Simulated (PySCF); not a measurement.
## Computed NMR parameters against published values

Numbering as in the mapped SMILES `[cH:1]1[cH:2][cH:3][o:4][cH:5]1`; H(Xn) means a hydrogen on atom n.

Calculated, not measured (PySCF): structure optimised with PBE0-D3(BJ)/def2-SVP, σ from GIAO-PBE0/pcSseg-1. Gas phase, single conformer, no relativistic terms, equivalent nuclei averaged.

Reference values: measured (CH2Cl2; Olsson, Cremer, J. Phys. Chem. 1996, 100, 16881).
```csv
atoms,quantity,reference,computed
O4,δ $^{17}$O vs H2O (gas),272.1,306.9
```

Reference values: measured (liquid, neat, 295 K; 17O NMR survey of organic solvents and oxofluorinated compounds, PMC5915748).
| atoms | quantity | reference | computed | computed, scaled |
| --- | --- | --- | --- | --- |
| O4 | δ $^{17}$O vs D2O (external) | 240.1 | – | 239.3 |

Computed shifts are σ(ref) − σ with the named reference compound (TMS for H and C) calculated as an isolated molecule at the same level. The measured values may be among those fitted. Shieldings were converted by a linear fit to measured shifts: $^{17}$O: δ = 263.91 − 0.892σ (rms 13.5 ppm, 141 shifts, 14.3 ppm with the 1 outlier that the fit left out vs liquid water, solution or neat liquid). A few per cent of atoms miss by over 2 rms, more outside the fitted compound classes.

2 of the 65 published NMR values on file for this molecule are compared. The rest: values from further sources, protons in aromatic solvents, values whose atom or origin is in doubt.
